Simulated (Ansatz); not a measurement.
A nudged elastic band was laid between two geometries of CH6Si + H4Si (13 atoms, charge 0, multiplicity 1).

Theory: RKS BLYP-D4/6-31G* (Ansatz 0.2.0).

* movable images: 5
* climbing image: yes
* spring: 5.0 eV/Å²
* optimiser: quadratic models (default)
* start path: through a guess of the saddle point
* force threshold: 0.05 eV/Å
* iteration limit: 60
* end points: relaxed

Initial state:

```xyz
13
Properties=species:S:1:pos:R:3
Si 0.532 -0.158 0.145
C 0.833 -0.112 2.018
H -0.094 -0.343 2.566
H 1.596 -0.850 2.314
H 1.179 0.884 2.340
H 1.793 0.126 -0.614
H -0.483 0.870 -0.249
H 0.020 -1.499 -0.284
Si -3.480 0.661 1.181
H -3.436 -0.214 -0.029
H -4.842 0.598 1.794
H -3.171 2.071 0.797
H -2.473 0.185 2.176
```

Final state:

```xyz
13
Properties=species:S:1:pos:R:3
Si -0.700 0.120 -0.642
C 0.373 -0.241 3.095
H 0.664 -0.478 4.130
H 0.979 -0.836 2.397
H 0.539 0.830 2.903
H 0.429 0.870 -0.010
H -0.707 0.429 -2.108
H -0.453 -1.348 -0.474
Si -2.765 0.734 0.320
H -3.899 0.096 -0.424
H -2.845 0.302 1.751
H -2.949 2.220 0.267
H -0.692 -0.477 2.952
```

Question: Which bonds break or form, and what moves?

Answer: Bonds broken: Si1–C2, Si9–H13. Bonds formed: Si1–Si9, C2–H13. CH6Si + H4Si becomes CH4 + H6Si2.

Question: Give the energies along the band, and the barrier.

Answer: The forces met the threshold. The highest image is number 3 of 0 to 6, 78.0 kcal/mol above the first end and 82.4 kcal/mol above the last; the last end lies 4.4 kcal/mol below the first. Neighbouring images differ by up to 2.9 eV, so the band resolves the path poorly. A vibrational analysis at the climbing image gives one clearly imaginary mode, 1567i cm⁻¹: a first-order saddle point. The orbitals stay closed-shell, which can raise the energy where a bond breaks towards radicals; this wasn't checked here.

```json
{"image": "0", "path coordinate (Å)": "0.00", "energy (kcal/mol)": "0.0", "Si1–C2 (Å)": "1.90", "Si9–H13 (Å)": "1.49", "Si1–Si9 (Å)": "4.22"}
{"image": "1", "path coordinate (Å)": "1.25", "energy (kcal/mol)": "0.5", "Si1–C2 (Å)": "1.90", "Si9–H13 (Å)": "1.49", "Si1–Si9 (Å)": "4.03"}
{"image": "2", "path coordinate (Å)": "2.51", "energy (kcal/mol)": "10.3", "Si1–C2 (Å)": "1.93", "Si9–H13 (Å)": "1.49", "Si1–Si9 (Å)": "3.41"}
{"image": "3", "path coordinate (Å)": "3.76", "energy (kcal/mol)": "78.0", "Si1–C2 (Å)": "2.26", "Si9–H13 (Å)": "2.09", "Si1–Si9 (Å)": "2.82"}
{"image": "4", "path coordinate (Å)": "5.20", "energy (kcal/mol)": "12.6", "Si1–C2 (Å)": "3.05", "Si9–H13 (Å)": "2.51", "Si1–Si9 (Å)": "2.42"}
{"image": "5", "path coordinate (Å)": "6.64", "energy (kcal/mol)": "-3.8", "Si1–C2 (Å)": "3.77", "Si9–H13 (Å)": "3.03", "Si1–Si9 (Å)": "2.36"}
{"image": "6", "path coordinate (Å)": "8.09", "energy (kcal/mol)": "-4.4", "Si1–C2 (Å)": "3.90", "Si9–H13 (Å)": "3.56", "Si1–Si9 (Å)": "2.36"}
```

Question: What is the geometry of the highest image?

Answer: 
```xyz
13
Properties=species:S:1:pos:R:3
Si -0.156 -0.021 0.103
C 0.305 0.064 2.315
H -0.368 0.089 3.192
H 0.873 -0.878 2.316
H 0.967 0.942 2.326
H 1.359 -0.022 0.008
H -0.528 1.080 -0.845
H -0.586 -1.401 -0.252
Si -2.828 0.453 0.875
H -3.447 -0.008 -0.422
H -3.611 -0.213 1.983
H -3.127 1.930 0.978
H -0.878 0.206 1.577
```

The band took 33 iterations and roughly 7 core-minutes.

Run time: 7.4 min on 1 thread of Arm Neoverse V1, with other jobs on the host, peak memory 0.12 GiB.
